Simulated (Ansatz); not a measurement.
System: C2H5S, net charge 0, doublet state. It need not be the lowest isomer of its formula. 
Geometry from a B3LYP-D3(BJ)/def2-TZVP (Ansatz, an electronic-structure program) optimisation:
```xyz
8

C      1.5240     0.6464    -0.0053
C      0.0064     0.7586     0.0050
S     -0.8874    -0.8074     0.0002
H     -0.3508     1.3108     0.8809
H     -0.3618     1.3224    -0.8587
H      1.9817     1.6392    -0.0016
H      1.8790     0.1022     0.8702
H      1.8678     0.1140    -0.8925
```
Charge 0, spin multiplicity 2.

Computed values are from Ansatz. Cores are frozen in the correlated levels unless marked. UHF or UKS for open shells. No spin-orbit coupling. Non-relativistic. CBS(X,Y): correlation extrapolated as X^-3; Hartree-Fock from the larger set. The bracket is a focal-point correction in the basis named.

| Quantity | Value |
|---|---|
| atomisation energy De | 2833.5 kJ/mol at RI-MP2/CBS(cc-pV(T+d)Z,cc-pV(Q+d)Z)+[CCSD(T)-MP2]/cc-pV(T+d)Z |
| total energy | -476.8381 Eh at RI-MP2/CBS(cc-pV(T+d)Z,cc-pV(Q+d)Z)+[CCSD(T)-MP2]/cc-pV(T+d)Z |
| dipole moment | 1.73 D at CCSD(T)/aug-cc-pV(D+d)Z |
| T1 diagnostic | 0.011 at CCSD/cc-pV(T+d)Z |
